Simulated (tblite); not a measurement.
Compound: C2H3P.
SMILES: `CC#P`

Level: GFN2-xTB in tblite, geometry and Hessian alike; calculated harmonic values, unscaled, isolated species. Errors from tens to a few hundred cm⁻¹ against measured bands are possible.

Harmonic wavenumbers (cm⁻¹): 257.1, 257.2, 828.4, 994.6, 994.7, 1378.1, 1443.2, 1443.3, 1751.6, 2971.1, 2971.2, 2985.0.

A = 159510, B = 5051, C = 5051 MHz; mass 57.997 u (most abundant isotopes); point group C3v, symmetry number 3.

Question: What is the zero-point energy?

Answer: Half the sum of the wavenumbers: 9138 cm⁻¹ = 26.13 kcal/mol.

Question: Entropy at 500 K, 1 bar (ideal gas, RRHO, classical rotation)?

Answer: Translation 40.69, rotation 21.25, vibration 7.46: S = 69.4 cal/(mol K).

Question: And Cp and H(500 K) − H(0)?

Answer: Cp = 17.25 cal/(mol K), of which vibrations give 9.30 (their classical limit is 12 R = 23.8); H(500 K) − H(0) = 6.15 kcal/mol without the zero-point energy, 2.17 from vibrations.

Question: How do the functions run with temperature in this model?

Answer: 
```json
{"T (K)": "100", "S (cal/(mol K))": "49.6", "Cp (cal/(mol K))": "9.4", "H − H(0) (kcal/mol)": "0.83", "G − H(0) (kcal/mol)": "-4.13", "ln q(vib)": "0.05"}
{"T (K)": "298.15", "S (cal/(mol K))": "61.6", "Cp (cal/(mol K))": "13.1", "H − H(0) (kcal/mol)": "3.07", "G − H(0) (kcal/mol)": "-15.30", "ln q(vib)": "0.72"}
{"T (K)": "373.15", "S (cal/(mol K))": "64.7", "Cp (cal/(mol K))": "14.7", "H − H(0) (kcal/mol)": "4.12", "G − H(0) (kcal/mol)": "-20.04", "ln q(vib)": "1.03"}
{"T (K)": "750", "S (cal/(mol K))": "77.2", "Cp (cal/(mol K))": "21.2", "H − H(0) (kcal/mol)": "10.98", "G − H(0) (kcal/mol)": "-46.91", "ln q(vib)": "2.68"}
{"T (K)": "1000", "S (cal/(mol K))": "83.7", "Cp (cal/(mol K))": "24.0", "H − H(0) (kcal/mol)": "16.66", "G − H(0) (kcal/mol)": "-67.05", "ln q(vib)": "3.80"}
```

q(vib) and H(0) count from the zero-point level.

Question: What must be added to the electronic energy to get the Gibbs energy at 500 K and 1 bar?

Answer: ZPE + [H(500 K) − H(0)] − T·S = 26.13 + 6.15 − 34.70 = -2.42 kcal/mol.

Question: Which modes carry the vibrational entropy at 500 K?

Answer: 257.1 cm⁻¹: 2.63; 257.2 cm⁻¹: 2.63; 828.4 cm⁻¹: 0.67; 994.6 cm⁻¹: 0.46; 994.7 cm⁻¹: 0.46; 1378.1 cm⁻¹: 0.19 cal/(mol K); the other 6 give 0.42 together.

Hindered rotation and anharmonicity are outside this model.
